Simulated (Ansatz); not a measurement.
HCl + `[SiH3]`• → Cl• + SiH₄  (hydrogen abstraction from a Cl–H bond)

Isolated molecules relaxed with PBE0-D4/def2-TZVP in Ansatz; ΔE leaves out vibrations. CCSD(T)/CBS is extrapolated from def2-TZVPP and def2-QZVPP, frozen cores. Functionals use def2-TZVPP. HSE06 is defined as in plane-wave codes. Open shells (•) are unrestricted, without spin–orbit coupling. Spin–orbit coupling would lower the free atoms: a little for Cl.

HCl:

Z-matrix (Å, degrees):
```
Cl
H 1 1.279
```

`[SiH3]`•:

Z-matrix (Å, degrees):
```
Si
H 1 1.486
H 1 1.486 2 111.3
H 1 1.486 2 111.3 3 124.6
```

SiH₄:

```xyz
5

Si    0.000    0.000    0.000
H     0.683    1.222   -0.495
H    -0.931   -0.503   -1.042
H    -0.764    0.324    1.231
H     1.012   -1.043    0.305
```

CCSD(T)/CBS gives +44.8 kJ/mol.

Problem. Another level gave +46.4 kJ/mol. Which?
A. LC-ωPBE/def2-TZVPP
B. BHLYP-D4/def2-TZVPP
C. ωB97X-V/def2-TZVPP
D. HSE06-D4/def2-TZVPP

Solution. A. LC-ωPBE 46.4, ωB97X-V 37.6, BHLYP-D4 26.5, HSE06-D4 54.4 kJ/mol.

Largest T1 diagnostic among the species: 0.015.

At CCSD(T), def2-SVP lies −18.9 kJ/mol from the extrapolated value and def2-TZVPP −5.9 kJ/mol. From PBE to PBE0 (25 % exact exchange), in def2-TZVPP and without D4, ΔE moves by −9.0 kJ/mol.

CCSD(T)/CBS has its own doubt, a few kJ/mol and more with outer-core shells, so smaller differences from it don't rank the levels.
